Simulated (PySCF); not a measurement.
Species: pyrazine, C₄H₄N₂.
InChI=1S/C4H4N2/c1-2-6-4-3-5-1/h1-4H

Theory: MP2 and CCSD/aug-cc-pVDZ in PySCF, restricted Hartree–Fock reference, frozen core, non-relativistic, gas phase, PBE0-D3(BJ)/def2-SVP geometry.

E(HF) = -262.71538 Eh.

Problem. How large is the problem?

Solution. 174 basis functions and 42 electrons; 6 orbitals frozen, which leaves o = 15 correlated occupied and v = 153 virtual orbitals. That is o·v = 2295 singles and o·v(o·v + 1)/2 = 2634660 distinct closed-shell doubles amplitudes before symmetry; the costliest CCSD step grows as o²v⁴ = 1.2 × 10^11.

Problem. What are the MP2 and CCSD correlation energies?

Solution. MP2 -0.8679 Eh and CCSD -0.8908 Eh, which gives totals of -263.58327 and -263.60613 Eh. That is 0.808 eV for each correlated electron at CCSD (2339 kJ/mol in all, 0.338 % of the total energy); MP2 gives 97.4 % of the CCSD value.

Problem. What is the T1 diagnostic?

Solution. 0.0114, below the customary warning level of 0.02. It is the norm of the spatial-orbital singles amplitudes over the root of the number of correlated electrons, so the norm is 0.062.

No triples correction and no basis-set extrapolation were made.

The job also held the EOM ionisation roots. On an Arm Neoverse V2 with one thread, on a shared host, this took 8.2 min of wall time and 3.0 GiB of memory at its peak.
